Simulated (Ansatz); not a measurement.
in.yaml

```yaml
crystal:
  periodic: [false, false, false]
  atoms:
    - {symbol: Si, position_ang: [0.000000, 0.000000, 2.491602]}
    - {symbol: Al, position_ang: [0.000000, 0.000000, -0.448398]}
    - {symbol: H, position_ang: [0.000000, 0.000000, -2.043204]}
basis:
  gaussian: {orbitals: 6-31G}
magnetization: {spin_polarized: true, initial_magnetization: 0}
correlation: {method: ccsd_t, electrons: outside_noble_gas}
```

```sh
$ ansatz run in.yaml --threads 1 --pin off --events-out ev --progress --plain --max-ram 2393MiB
```

The program prints:

```
310 factors; integrals over basis functions are off by at most 1.5e-4 eV
mean field evaluation 1: about -14455.0449 eV, gradient 4.5e0 eV
mean field evaluation 2: about -14455.0463 eV, gradient 4.5e0 eV
mean field evaluation 4: about -14455.4004 eV, gradient 6.8e-1 eV
mean field evaluation 8: about -14455.4124 eV, gradient 1.0e-2 eV
mean field evaluation 16: about -14455.4631 eV, gradient 3.4e-1 eV
mean field evaluation 32: about -14455.7043 eV, gradient 4.6e0 eV
mean field evaluation 64: about -14455.6680 eV, gradient 6.3e-6 eV
mean field evaluation 96: about -14450.8694 eV, gradient 1.1e1 eV
mean field evaluation 128: about -14455.9276 eV, gradient 5.5e-1 eV
mean field evaluation 160: about -14454.8409 eV, gradient 5.5e0 eV
...
mean field evaluation 768: about -14453.7193 eV, gradient 1.9e-1 eV
mean field evaluation 800: about -14453.8333 eV, gradient 4.5e0 eV
mean field evaluation 832: about -14452.3078 eV, gradient 1.3e-2 eV
mean field evaluation 864: about -14452.5687 eV, gradient 4.3e-1 eV
mean field evaluation 896: about -14455.4124 eV, gradient 1.8e-3 eV
mean field evaluation 928: about -14455.0706 eV, gradient 4.5e0 eV
mean field evaluation 960: about -14455.6680 eV, gradient 6.3e-6 eV
mean field -14456.28105158 eV, -531.2585298263 hartree, gradient 1.1e-6 eV, S^2 1.000003; 25 other end points of the search recorded, 0 dependent functions left out
determinant -14456.28105158 eV, -531.2585298263 hartree, with singles and doubles -14458.66208611 eV, -531.3460312314 hartree
determinant -14455.66795600 eV, -531.2359989792 hartree, with singles and doubles -14458.05343740 eV, -531.3236638038 hartree
determinant -14455.41240675 eV, -531.2266077175 hartree, with singles and doubles -14458.16561787 eV, -531.3277863602 hartree
determinant -14455.41038273 eV, -531.2265333361 hartree, with singles and doubles -14458.15707012 eV, -531.3274722360 hartree
determinant -14454.93536293 eV, -531.2090766805 hartree, with singles and doubles -14456.67406398 eV, -531.2729727657 hartree
determinant -14454.80344641 eV, -531.2042288378 hartree, with singles and doubles -14457.04684992 eV, -531.2866723964 hartree
determinant -14454.05098197 eV, -531.1765762796 hartree, with singles and doubles -14456.42247669 eV, -531.2637271032 hartree
determinant -14453.72068104 eV, -531.1644379444 hartree, with singles and doubles -14455.87335014 eV, -531.2435470749 hartree
determinant -14453.60523293 eV, -531.1601953046 hartree, with singles and doubles -14456.63437476 eV, -531.2715142136 hartree
determinant -14453.14418147 eV, -531.1432519762 hartree, with singles and doubles -14455.35832221 eV, -531.2246201476 hartree
determinant -14456.28105158 eV, -531.2585298263 hartree, with singles and doubles -14458.72464149 eV, -531.3483300991 hartree
determinant -14455.41240675 eV, -531.2266077175 hartree, with singles and doubles -14458.16192997 eV, -531.3276508323 hartree
determinant -14455.41038273 eV, -531.2265333361 hartree, with singles and doubles -14458.15919349 eV, -531.3275502683 hartree
10 core orbitals not correlated: weight in the atoms' cores, before any rotation towards them, 1.000 or more for the frozen orbitals, at most 0.000 for the correlated occupied ones
reference -14456.28105158 eV, -531.2585298263 hartree; 4, 4 occupied and 14, 14 virtual orbitals, 310 factors
second order -1.50204467 eV of doubles, -0.00000000 eV of singles
cycle   1  -2.44358821 eV  change    1.7e-6 eV  update   3.4e-6
cycle   2  -2.44358499 eV  change    3.2e-6 eV  update   2.5e-6
cycle   3  -2.44358265 eV  change    2.3e-6 eV  update   1.4e-6
perturbative correction -0.14022340 eV, -0.0051531150 hartree
WARN: the results are in doubt because among natural orbitals full CI differs from the method by +0.537 eV
Total energy: -14458.86485764 eV, -531.3534829475 hartree
In doubt: among natural orbitals full CI differs from the method by +0.537 eV
```

The determinant's ⟨S²⟩ is 1.00 against 0.00 for a pure state. The T1 diagnostic is 0.061.

Ran on 1 thread of Arm Neoverse V1, shared host: 3.9 s wall, 0.16 GiB peak host memory.
